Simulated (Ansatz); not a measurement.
**BSiF (triplet): wave-function methods side by side at a displaced geometry (v1), cc-pVDZ**

The task here is to estimate one member of a computed series from the others.

Computed with Ansatz 0.2.0, Gaussian basis. Level: cc-pVDZ, core rule «outside noble gas», up to 7 orbitals frozen.

The runs, in order: UHF; CCSD(T) on ROHF; CCSD(T) on UHF; BCCD(T) on ROHF; CISD as a restricted active space (open shells left free, so some higher excitations enter); CCSDT(Q) on ROHF; CCSDT(Q) on UHF.

32 further runs of the same task are left out: 2 for a known fault of the program, 12 that didn't finish, 18 set aside as unsound or not needed. Runs told in other sessions of the task aren't counted.

**What is computed**

The geometry is a PBE0/def2-TZVP stationary point (not a proven minimum) with its atoms shifted at random (size 0.040 Å).

3 atoms, charge 0, spin multiplicity 3.

Atoms are counted from 1 here; the program's logs count them from 0.

Bond lengths: F1–B2 1.292 Å, B2–Si3 1.940 Å. Angles: F1–B2–Si3 177.1°.

Set-up of the first run:

File in.yaml:

```yaml
crystal:
  periodic: [false, false, false]
  atoms:
    - {symbol: F, position_ang: [-0.015433, -0.009008, 1.507063]}
    - {symbol: B, position_ang: [-0.016266, -0.025151, 0.215589]}
    - {symbol: Si, position_ang: [0.031698, 0.034159, -1.722653]}
basis:
  gaussian: {orbitals: cc-pVDZ}
magnetization: {spin_polarized: true, initial_magnetization: 2}
hamiltonian: {xc: hf}
output: {orbitals: {seedname: orbitals}}
```

Run with:

```sh
$ ansatz run in.yaml --threads 1 --pin off --events-out ev --progress --plain --max-ram 2393MiB
```

Among the steps run: UHF; CCSD(T) on ROHF; CCSD(T) on UHF; BCCD(T) on ROHF; CISD as a restricted active space (open shells left free, so some higher excitations enter); CCSDT(Q) on ROHF; CCSDT(Q) on UHF.

One table of the session follows, with a row left open; its other results are not shown here.

| method | from UCCSDT(Q) (kcal/mol) |
| --- | --- |
| ROHF | +222.75 |
| UHF | +219.97 |
| RMP2 | +22.98 |
| UMP2 | +23.61 |
| CISD | +27.72 |
| RCCSD | +7.89 |
| UCCSD | +7.80 |
| RCCSD(T) | +1.44 |
| UCCSD(T) | +1.45 |
| BCCD(T) | +1.32 |
| RCCSDT | +0.56 |
| UCCSDT | ? |
| RCCSDT(Q) | +0.09 |
| UCCSDT(Q) | 0 |

Estimate the missing values for UCCSDT.

As computed: from UCCSDT(Q) (kcal/mol): +0.55. In the column «from UCCSDT(Q) (kcal/mol)» it lies between RCCSDT(Q) (+0.09) and RCCSDT (+0.56).

To keep in mind: Restricted and unrestricted rows rest on different reference determinants; a gap between their highest levels can come from leftover correlation error, from unlike frozen cores or from another state.
